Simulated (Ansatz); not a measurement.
Process, species as SMILES: F (HF) → F atom + H atom
B3LYP-D3(BJ)/def2-TZVP geometries, fixed; electronic energies without zero-point terms.

Core correlation in the bond dissociation energy at MP2 with Ansatz (an electronic-structure program), in kcal/mol: frozen core against all electrons. Core-valence sets carry the plain set on hydrogen. Open shells are unrestricted.

```json
[
 {"basis": "cc-pVDZ", "functions, most": "19", "frozen core": "129.20"},
 {"basis": "cc-pCVDZ", "functions, most": "23", "frozen core": "129.40"},
 {"basis": "cc-pVTZ", "functions, most": "44", "frozen core": "140.92"},
 {"basis": "cc-pCVTZ", "functions, most": "57", "frozen core": "140.89"},
 {"basis": "cc-pwCVTZ", "functions, most": "57", "frozen core": "140.88"},
 {"basis": "cc-pVQZ", "functions, most": "85", "frozen core": "144.32"},
 {"basis": "cc-pwCVQZ", "functions, most": "114", "frozen core": "144.26"},
 {"basis": "cc-pCVQZ", "functions, most": "114", "frozen core": "144.26"}
]
```

Question: How large is the core term in each set?

Answer: The largest core-valence set, cc-pCVQZ, gives a core term of 0.22 kcal/mol; the valence set cc-pVQZ, which lacks functions for the core, gives 0.46. By row: cc-pVDZ 0.15, cc-pCVDZ 0.17, cc-pVTZ 0.73, cc-pCVTZ 0.22, cc-pwCVTZ 0.21, cc-pVQZ 0.46, cc-pwCVQZ 0.21, cc-pCVQZ 0.22.
